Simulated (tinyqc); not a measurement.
Stretching all distances: RHF, UHF, MP2, CISD and CCSD against full CI in the sto-6g basis, for LiH, spin multiplicity 1. Computed by the program tinyqc with PySCF. All coordinates are multiplied by the scale. c0^2 is the weight of the RHF determinant in the lowest singlet FCI state (UHF is spin-contaminated and may lie near states of higher spin) and n(LUMO) the first natural occupation beyond the occupied space.

Geometry (angstrom):
```
atom       x       y       z
Li    0.0000  0.0000  0.0000
H     0.0000  0.0000  1.4170
```

Full CI energy (hartree) and errors against it (kcal/mol):
```
scale   distance 1-2 (angstrom)     E(FCI)      RHF      UHF      MP2    CISD    CCSD  <S^2> UHF    c0^2  n(LUMO)
0.9600                   1.3603  -7.965898  11.0439  11.0439   3.8045  0.0064  0.0048     0.0000  0.9806   0.0310
1.2100                   1.7146  -7.968581  14.1535  14.1535   5.4142  0.0092  0.0071     0.0000  0.9698   0.0509
1.4500                   2.0547  -7.946290  20.0437  20.0282   8.5511  0.0142  0.0112     0.0405  0.9438   0.0954
1.7000                   2.4089  -7.918934  29.8397  17.8267  13.9562  0.0244  0.0202     0.6911  0.8866   0.1886
1.9500                   2.7631  -7.897226  43.8386  10.6357  21.6121  0.0412  0.0361     0.8749  0.7904   0.3438
2.1900                   3.1032  -7.884384  60.1509   5.5602  29.5260  0.0595  0.0537     0.9436  0.6901   0.5191
2.4400                   3.4575  -7.877397  77.4066   2.6974  35.2983  0.0743  0.0668     0.9748  0.6146   0.6737
```

What does the comparison show, and why?

UHF parts from RHF first at scale 1.45 of those listed, where <S^2> leaves zero. The weight c0^2 goes from 0.98 to 0.61 and n(LUMO) from 0.03 to 0.67: static correlation grows as the bonds break into open-shell fragments. The spread of the error along the curve, which distorts its shape, is CCSD 0.1, CISD 0.1, UHF 17.3, MP2 31.5, RHF 66.4 kcal/mol.
